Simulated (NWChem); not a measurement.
A calculation on C (+1)

```
C
```
Charge +1, spin multiplicity 2.

Program: NWChem.

The correlated methods keep 1 core orbital frozen. The Pople sets run with spherical d functions. No SCF solution was tested for a lower state.

Worked example. A B2PLYP run in 6-31G* ends its self-consistent part (53 % exact exchange, 47 % B88, 73 % LYP) at -37.38396 Ha, and second-order perturbation theory on those orbitals gives -0.05545 Ha unscaled.

The perturbative term enters with the weight 0.27: -37.38396 + 0.27·(-0.05545) = -37.39893 Ha is the total energy.
